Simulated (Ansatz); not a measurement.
[BH₂···H···OH], doublet along the distance B1-H4

Starting geometry:

```json
{"atom": "B", "x (Å)": "-1.5699", "y (Å)": "0.0307", "z (Å)": "0.0000"}
{"atom": "H", "x (Å)": "-2.1666", "y (Å)": "1.0643", "z (Å)": "0.0000"}
{"atom": "H", "x (Å)": "-2.1666", "y (Å)": "-1.0029", "z (Å)": "0.0000"}
{"atom": "H", "x (Å)": "-0.3764", "y (Å)": "0.0307", "z (Å)": "0.0000"}
{"atom": "O", "x (Å)": "1.2621", "y (Å)": "0.0307", "z (Å)": "0.0000"}
{"atom": "H", "x (Å)": "1.5140", "y (Å)": "-0.9092", "z (Å)": "0.0000"}
```

From there H4 is moved from one fragment to the other while all else, the fragments' distance too, stays fixed, so the hump isn't the reaction's barrier; atoms are numbered as listed. Energies are in eV, counted from the starting geometry at the same level.

Basis cc-pVDZ; Ansatz 0.2.0. Only valence electrons are correlated (noble-gas cores frozen). Prefix R: restricted or restricted open-shell reference; prefix U: unrestricted.

Full CI isn't at hand for all of this; UCCSDT(Q) serves as the reference, and is uncertain by about the last step of the cluster series. The frozen core follows each run's orbitals, which can shift R against U totals by a few meV.

```
distance B1-H4 (Å)  UCCSDT(Q)  error RHF  error UHF  error RMP2  error UCCSD  error UCCSDT  error RCCSDT(Q)
             1.110      0.106     -0.096     -0.085      -0.020       -0.011        -0.001            0.000
             1.194      0.000      0.000      0.000       0.000        0.000         0.000            0.000
             1.286      0.059      0.152      0.128       0.033        0.016         0.001            0.000
             1.379      0.185      0.379      0.298       0.076        0.036         0.004            0.000
             1.471      0.261      0.690      0.493       0.073        0.057         0.007            0.000
             1.564      0.198      0.911      0.644      -0.245        0.066         0.010           -0.001
             1.657     -0.013      0.738      0.666      -0.211        0.059         0.010            0.000
             1.749     -0.285      0.553      0.584      -0.226        0.043         0.008            0.000
             1.842     -0.466      0.393      0.465      -0.241        0.026         0.006            0.000
```

Errors are those of relative energies. In total energy the starting point itself misses UCCSDT(Q) by: RHF 8.119, UHF 7.988, RMP2 1.202, UCCSD 0.144, UCCSDT 0.009, RCCSDT(Q) 0.001 eV.

Spread of the error over the points with a reference, to 1.842 Å (largest less smallest): RCCSDT(Q) 0.001, UCCSDT 0.011, UCCSD 0.077, RMP2 0.320, UHF 0.751, RHF 1.007 eV.
